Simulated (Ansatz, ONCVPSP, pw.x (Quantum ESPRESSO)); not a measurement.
pw.x on sc Ta: one setting changed

Potential: optimised norm-conserving Vanderbilt (ONCV), ONCVPSP 4.0.1.1 (patched build), PBEsol; core [Kr] 4d10 4f14, reference 5s2 5p6 5d3 6s1.5; waves: 5s+6s: rc 1.95 bohr, ncon 3, nbas 6, qcut 8.1 1/bohr, 2 projectors; 5p: rc 1.45 bohr, ncon 4, nbas 7, qcut 6.1 1/bohr, 2 projectors, debl 2.9 Ha; 5d: rc 2.05 bohr, ncon 4, nbas 8, qcut 5.4 1/bohr, 2 projectors, debl 2.4 Ha; f scattering state at 0.08 Ha: rc 2.05 bohr, ncon 3, nbas 8, qcut 6 1/bohr, 2 projectors, debl 1.5 Ha; local part: polynomial inside 1.05 bohr (lpopt 4, dvloc0 -1 Ha); core correction: Teter function fitted to the true core (icmod 2), fcfact 0.7.

The reference run (k-mesh 12³, cutoffs 160/640 Ry, Fermi–Dirac 0.01 Ry, mixing_beta 0.4, conv_thr 1e-9, no spin) gives 1.93 GPa at 19.639 Å³/atom, where all-electron LAPW gives 1.64 GPa. This run, with its own iteration cap, changes conv_thr to 1e-12.

```
&control
  calculation='scf', prefix='x', pseudo_dir='./', outdir='./tmp', tstress=.true., disk_io='none'
/
&system
  ibrav=0, nat=1, ntyp=1, ecutwfc=160, ecutrho=640, nbnd=14,
  occupations='smearing', smearing='fd', degauss=0.01
/
&electrons
  conv_thr=1e-12, mixing_beta=0.4, electron_maxstep=60
/
ATOMIC_SPECIES
Ta 1.0 Ta.UPF
CELL_PARAMETERS angstrom
  2.69798661 0.00000000 0.00000000
  0.00000000 2.69798661 0.00000000
  0.00000000 0.00000000 2.69798661
ATOMIC_POSITIONS crystal
Ta 0.0000 0.0000 0.0000
K_POINTS automatic
12 12 12 0 0 0
```

```bash
pw.x < Ta.scf.in > Ta.scf.out
```

Problem. How does the run end?

Solution. It converges in 12 iterations; the free energy moves by +0.0 meV/atom and the pressure by -0.01 GPa. The result is that of the reference run.

```
Message from routine setup:
     using ibrav=0 with symmetry is DISCOURAGED, use correct ibrav instead
     lattice parameter (alat)  =       5.0985  a.u.
     unit-cell volume          =     132.5305 (a.u.)^3
     number of electrons       =        13.00
     number of Kohn-Sham states=           14
     kinetic-energy cutoff     =     160.0000  Ry
     charge density cutoff     =     640.0000  Ry
     scf convergence threshold =      1.0E-12
     Exchange-correlation= PBESOL
     number of k points=    84  Fermi-Dirac smearing, width (Ry)=  0.0100
     iteration #  1     ecut=   160.00 Ry     beta= 0.40
     total energy              =    -141.69963627 Ry
     estimated scf accuracy    <       0.18921640 Ry
     iteration #  2     ecut=   160.00 Ry     beta= 0.40
     total energy              =    -141.70036717 Ry
     estimated scf accuracy    <       0.02687938 Ry
     iteration #  3     ecut=   160.00 Ry     beta= 0.40
     total energy              =    -141.70666079 Ry
     estimated scf accuracy    <       0.00084035 Ry
     iteration #  4     ecut=   160.00 Ry     beta= 0.40
     c_bands:  1 eigenvalues not converged
     c_bands:  1 eigenvalues not converged
     total energy              =    -141.70696670 Ry
     estimated scf accuracy    <       0.00014093 Ry
     iteration #  5     ecut=   160.00 Ry     beta= 0.40
     total energy              =    -141.70700181 Ry
     estimated scf accuracy    <       0.00000350 Ry
     iteration #  6     ecut=   160.00 Ry     beta= 0.40
     total energy              =    -141.70700443 Ry
     estimated scf accuracy    <       0.00000008 Ry
     iteration #  7     ecut=   160.00 Ry     beta= 0.40
     total energy              =    -141.70700447 Ry
     estimated scf accuracy    <       0.00000010 Ry
     iteration #  8     ecut=   160.00 Ry     beta= 0.40
     total energy              =    -141.70700449 Ry
     estimated scf accuracy    <          9.4E-10 Ry
     iteration #  9     ecut=   160.00 Ry     beta= 0.40
     total energy              =    -141.70700449 Ry
     estimated scf accuracy    <          3.9E-10 Ry
     iteration # 10     ecut=   160.00 Ry     beta= 0.40
     total energy              =    -141.70700449 Ry
     estimated scf accuracy    <          7.4E-12 Ry
     iteration # 11     ecut=   160.00 Ry     beta= 0.40
     total energy              =    -141.70700449 Ry
     estimated scf accuracy    <          1.1E-12 Ry
     iteration # 12     ecut=   160.00 Ry     beta= 0.40
     the Fermi energy is    16.5743 ev
!    total energy              =    -141.70700449 Ry
     estimated scf accuracy    <          2.0E-13 Ry
     smearing contrib. (-TS)   =      -0.00357372 Ry
     The total energy is F=E-TS. E is the sum of the following terms:
     one-electron contribution =     -23.23632077 Ry
     hartree contribution      =      17.22260934 Ry
     xc contribution           =     -41.64099270 Ry
     ewald contribution        =     -94.04872664 Ry
     convergence has been achieved in  12 iterations
          total   stress  (Ry/bohr**3)                   (kbar)     P=       19.18
     Message from routine punch:
     Nothing written, as per user request (disk_io='none')
```

The run took about 3.6 min on one core of a shared host (Neoverse-N1, 64 threads, 124 GiB, load 59).
